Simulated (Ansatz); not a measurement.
Input file:

```yaml
crystal:
  periodic: [false, false, false]
  atoms:
    - {symbol: B, position_ang: [0.000018, -0.243966, 1.173147]}
    - {symbol: Ge, position_ang: [0.000018, 0.105928, -0.709609]}
    - {symbol: P, position_ang: [0.000010, -0.038223, -2.741853]}
    - {symbol: H, position_ang: [-0.000047, 0.176261, 2.278315]}
basis:
  gaussian: {orbitals: cc-pVDZ}
magnetization: {spin_polarized: true, initial_magnetization: 1}
correlation: {method: ccsdt_q, electrons: outside_noble_gas}
```

```sh
$ ansatz run in.yaml --threads 1 --pin off --events-out ev --progress --plain --max-ram 2393MiB
```

The program prints:

```
1214 factors; integrals over basis functions are off by at most 1.6e-7 eV
mean field evaluation 1: about -66426.4773 eV, gradient 1.3e1 eV
mean field evaluation 2: about -66426.5030 eV, gradient 1.3e1 eV
mean field evaluation 4: about -66428.5194 eV, gradient 3.0e0 eV
mean field evaluation 8: about -66428.9129 eV, gradient 8.3e-1 eV
mean field evaluation 16: about -66429.3120 eV, gradient 2.7e-6 eV
mean field evaluation 32: about -66429.3120 eV, gradient 4.1e-6 eV
mean field evaluation 64: about -66428.8404 eV, gradient 8.1e-1 eV
mean field evaluation 96: about -66428.8784 eV, gradient 1.4e-5 eV
mean field evaluation 128: about -66427.3226 eV, gradient 4.4e0 eV
mean field evaluation 160: about -66428.9361 eV, gradient 1.3e-3 eV
...
mean field -66429.31196740 eV, -2441.2321873969 hartree, gradient 2.3e-6 eV, S^2 1.689481; 21 other end points of the search recorded, 0 dependent functions left out
determinant -66429.31196740 eV, -2441.2321873969 hartree, with singles and doubles -66436.64222412 eV, -2441.5015693629 hartree
determinant -66429.06863358 eV, -2441.2232450441 hartree, with singles and doubles -66436.60235548 eV, -2441.5001042175 hartree
determinant -66428.93609149 eV, -2441.2183742122 hartree, with singles and doubles -66436.29592690 eV, -2441.4888431748 hartree
determinant -66428.83756771 eV, -2441.2147535301 hartree, with singles and doubles -66436.27886126 eV, -2441.4882160240 hartree
determinant -66428.18707923 eV, -2441.1908485194 hartree, with singles and doubles -66435.27424450 eV, -2441.4512970390 hartree
determinant -66428.05573812 eV, -2441.1860218226 hartree, with singles and doubles -66435.21001281 eV, -2441.4489365681 hartree
determinant -66427.14117254 eV, -2441.1524121575 hartree, with singles and doubles -66434.60960028 eV, -2441.4268718146 hartree
determinant -66427.05228614 eV, -2441.1491456424 hartree, with singles and doubles -66434.59762919 eV, -2441.4264318853 hartree
determinant -66426.83657358 eV, -2441.1412183521 hartree, with singles and doubles -66434.65061286 eV, -2441.4283789991 hartree
determinant -66426.23638532 eV, -2441.1191618403 hartree, with singles and doubles -66434.55280013 eV, -2441.4247844476 hartree
determinant -66429.31196740 eV, -2441.2321873969 hartree, with singles and doubles -66436.69357366 eV, -2441.5034564238 hartree
determinant -66429.06863358 eV, -2441.2232450441 hartree, with singles and doubles -66436.67045260 eV, -2441.5026067404 hartree
determinant -66428.93609149 eV, -2441.2183742122 hartree, with singles and doubles -66436.35495060 eV, -2441.4910122559 hartree
determinant -66428.83756771 eV, -2441.2147535301 hartree, with singles and doubles -66436.34387946 eV, -2441.4906053990 hartree
...
20 core orbitals not correlated: weight in the atoms' cores, before any rotation towards them, 0.999 or more for the frozen orbitals, at most 0.001 for the correlated occupied ones
reference -66429.06863358 eV, -2441.2232450442 hartree; 7, 6 occupied and 37, 38 virtual orbitals, 1214 factors
second order -6.24108116 eV of doubles, -0.00000000 eV of singles
...
cycle  22  -8.19881404 eV  change    7.8e-5 eV  update   3.9e-5
cycle  23  -8.19877694 eV  change    3.7e-5 eV  update   2.3e-5
cycle  24  -8.19876922 eV  change    7.7e-6 eV  update   1.5e-5
cycle  25  -8.19876049 eV  change    8.7e-6 eV  update   1.0e-5
cycle  26  -8.19876244 eV  change   -1.9e-6 eV  update   7.2e-6
cycle  27  -8.19876566 eV  change   -3.2e-6 eV  update   4.6e-6
cycle  28  -8.19876841 eV  change   -2.8e-6 eV  update   3.5e-6
cycle  29  -8.19876936 eV  change   -9.4e-7 eV  update   2.6e-6
cycle  30  -8.19877034 eV  change   -9.9e-7 eV  update   2.0e-6
cycle  31  -8.19876959 eV  change    7.5e-7 eV  update   1.3e-6
perturbative correction -0.09317313 eV, -0.0034240495 hartree
Total energy: -66437.36057631 eV, -2441.5279683189 hartree
```

The determinant lies 0.24 eV above the lowest one of its kind in the log. Its ⟨S²⟩ is 1.47 against 0.75 for a pure state. The T1 diagnostic is 0.106.

Ran on 1 thread of Arm Neoverse V1, shared host: 4.5 min wall, 0.82 GiB peak host memory.
